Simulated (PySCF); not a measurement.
# C2H6O: the cost of one run

Computed with PySCF 2.14.0. Level: levels as typed in each script, gas phase, geometry from GFN2-xTB.

## Step 1: Starting geometry

SMILES `COC`, 9 atoms, charge 0, spin multiplicity 1.

Bond lengths: C1–O2 1.404 Å, C1–H4 1.098 Å, C1–H5 1.098 Å, C1–H6 1.088 Å, O2–C3 1.404 Å, C3–H7 1.098 Å, C3–H8 1.088 Å, C3–H9 1.098 Å. Angles: O2–C1–H4 111.3°, O2–C1–H5 111.3°, O2–C1–H6 106.7°, H4–C1–H5 108.6°, H4–C1–H6 109.6°, H5–C1–H6 109.3°, C1–O2–C3 112.9°, O2–C3–H7 111.3°, O2–C3–H8 106.7°, O2–C3–H9 111.3°, H7–C3–H8 109.6°, H7–C3–H9 108.6°, H8–C3–H9 109.3°.

Coordinates:

```xyz
9

C    -1.1695    0.1940    0.0006
O     0.0000   -0.5820    0.0000
C     1.1695    0.1940   -0.0006
H    -1.2239    0.8324    0.8920
H    -1.2248    0.8324   -0.8907
H    -2.0067   -0.5008   -0.0025
H     1.2239    0.8323   -0.8920
H     2.0067   -0.5008    0.0025
H     1.2249    0.8323    0.8907
```

## Step 2: Density, bond paths and surface potential (PBE/def2-tzvp)

input.py reads:

```python
import numpy as np
from pyscf import gto, scf, dft
from pyscf.scf import atom_ks, atom_hf
from scipy.linalg import block_diag

def solve(mol, dm0=None, hcore=None):
    mf = (dft.UKS if mol.spin else dft.RKS)(mol, xc='pbe')
    mf.grids.level = 3
    mf = mf.density_fit(auxbasis='def2-universal-jkfit')
    mf.conv_tol, mf.max_cycle = 1e-8, 80
    if hcore is not None:
        mf.get_hcore = lambda *args: hcore
    mf.kernel(dm0)
    if not mf.converged:
        mf = mf.newton().run(mf.mo_coeff, mf.mo_occ, max_cycle=30)
    assert mf.converged, 'SCF not converged'
    return mf

mol = gto.M(atom='''
C     -1.16946     0.19404     0.00062
O     -0.00003    -0.58203    -0.00001
C      1.16947     0.19403    -0.00060
H     -1.22387     0.83239     0.89196
H     -1.22475     0.83236    -0.89073
H     -2.00667    -0.50078    -0.00246
H      1.22389     0.83229    -0.89201
H      2.00668    -0.50079     0.00254
H      1.22486     0.83231     0.89068
''', basis='def2-tzvp', charge=0, spin=0, verbose=4)
mf = solve(mol)
mf.analyze()
# spherically averaged free atoms, for the promolecule
atm = atom_ks.get_atm_nrks(mol, xc='pbe')
pro = block_diag(*[(atm[a[0]][2] * atm[a[0]][3]) @ atm[a[0]][2].T for a in mol._atom])
np.savez('result.npz', e=mf.e_tot, c=mf.mo_coeff, occ=mf.mo_occ, eps=mf.mo_energy, pro=pro, dip=mf.dip_moment(verbose=0), s2=mf.spin_square()[0])
```

The run is started by

```console
> OMP_NUM_THREADS=1 python input.py
```

**Question.** How long does this run take on 1 thread of Intel Xeon Platinum 8375C at 2.90GHz (Ice Lake), shared host, and how much memory does it need?

About 13 s, with a peak of 0.46 GiB.
